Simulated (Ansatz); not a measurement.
Input file:

```yaml
crystal:
  periodic: [false, false, false]
  atoms:
    - {symbol: Al, position_ang: [0.000000, 0.000000, 0.322672]}
    - {symbol: P, position_ang: [0.000000, 0.000000, -3.365352]}
    - {symbol: H, position_ang: [0.000000, 0.000000, 3.042680]}
basis:
  gaussian: {orbitals: 6-31G}
magnetization: {spin_polarized: false, initial_magnetization: 1}
correlation: {method: sc_nevpt2, electrons: outside_noble_gas, active_space: {window: {electrons: 9, orbitals: 9}, shells: [{species: Al, l: s, shell: 3}, {species: Al, l: p, shell: 3}, {species: H, l: s, shell: 1}, {species: P, l: s, shell: 3}, {species: P, l: p, shell: 3}]}}
```

```sh
$ ansatz run in.yaml --threads 1 --pin off --events-out ev --progress --plain --max-ram 2393MiB
```

Log:

```
535 factors; integrals over basis functions are off by at most 1.3e-7 eV
mean field evaluation 1: about -15861.5905 eV, gradient 9.9e0 eV
mean field evaluation 2: about -15861.5908 eV, gradient 9.9e0 eV
mean field evaluation 4: about -15863.0995 eV, gradient 1.5e0 eV
mean field evaluation 8: about -15863.1459 eV, gradient 5.3e-4 eV
mean field evaluation 16: about -15859.7105 eV, gradient 2.0e0 eV
mean field evaluation 32: about -15856.7718 eV, gradient 1.2e1 eV
mean field evaluation 64: about -15862.9168 eV, gradient 7.2e-2 eV
mean field evaluation 96: about -15863.1434 eV, gradient 1.7e-1 eV
mean field evaluation 128: about -15862.8269 eV, gradient 3.8e-1 eV
mean field evaluation 160: about -15862.6632 eV, gradient 3.3e0 eV
mean field -15863.14587524 eV, -582.9598584887 hartree, gradient 2.3e-6 eV, S^2 0.750000; 15 other end points of the search recorded, 0 dependent functions left out
reference -15863.14587524 eV, -582.9598584887 hartree; 15, 14 occupied and 13, 14 virtual orbitals, 535 factors
state -15866.05793854 eV, -583.0668748410 hartree
state -15866.05793854 eV, -583.0668748410 hartree; corrected -15866.49230463 eV, -583.0828375005 hartree
Total energy: -15866.49230463 eV, -583.0828375005 hartree
Checks for a lower state left out: starts, orbital_swaps
```

For the same geometry and basis full CI lies 264.6 meV lower.

Ran on 1 thread of Arm Neoverse V1, shared host: 6 s wall, 0.14 GiB peak host memory.
